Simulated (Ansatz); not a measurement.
## Ansatz (development build ahead of 0.2.0) run

```yaml
crystal:
  periodic: [false, false, false]
  atoms:
    - { symbol: C, position_ang: [0.0, 0.0, 0.0] }
    - { symbol: O, position_ang: [0.0, 0.0, 2.453] }
basis:
  gaussian: { orbitals: "6-31G" }
total_charge: 1
magnetization:
  spin_polarized: true
  initial_magnetization: 1
hamiltonian:
  xc: pbe
scf:
  omitted_lower_state_checks: [starts, atomic_configurations, cluster_reference, orbital_swaps, given_window_search, neighbouring_geometries, increment]
output:
  forces: true
```

The input is written out in the form of the current development build from the run's settings.

Output:

```json
{"Converged": "yes", "Total energy": "-112.37216 hartree", "Spin squared of the determinant": "1.564", "Stability test": "minimum"}
```

Forces (eV/Å):
| atom | Fx | Fy | Fz |
| --- | --- | --- | --- |
| C1 | 0.000 | 0.000 | 1.888 |
| O2 | 0.000 | 0.000 | -1.888 |

This is not the lowest solution: another run reaches a determinant 0.90 eV lower. Caution: the unrestricted determinant is a mixture of spin states.
